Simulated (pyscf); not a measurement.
O=Ru(=O)(=O)=O + H₂O → O=Ru(=O)(=O)(OH)–OH, an addition across a multiple bond or ene-type step (singlet surface; H–O broken, O–Ru, H–O formed). PySCF, gas phase, ωB97X-D3(BJ)/def2-SVP geometries. Energies in kcal/mol from the separated reactants.

Small-basis levels: PySCF, no dispersion term, spherical d functions. 

Quick BP86/6-31G*+LANL2DZ single points give ΔE‡ = 19.9 kcal/mol and ΔE = +12.2 kcal/mol. What does ωB97M-D3(BJ)/def2-TZVP give, and how far is the quick result from it?

ωB97M-D3(BJ)/def2-TZVP gives ΔE‡ = 32.7 kcal/mol and ΔE = +23.5 kcal/mol. BP86/6-31G*+LANL2DZ lies 12.9 kcal/mol under it in the barrier and 11.3 kcal/mol under it in the reaction energy, so on this step it does not hold to within 3.0 kcal/mol. ωB97M-D3(BJ)/def2-TZVP has limits of its own. On the reactant side the descent ends in a complex (not fully relaxed), 4.7 kcal/mol under the separated species and 36.9 kcal/mol under the saddle at ωB97X-D3(BJ)/def2-TZVP. One saddle was located; it need not be the lowest between these sides. 2 of the closed-shell references are unstable towards spin polarisation; treat their single-reference values with care. In the def2 sets elements past Kr carry core potentials, without spin-orbit coupling.
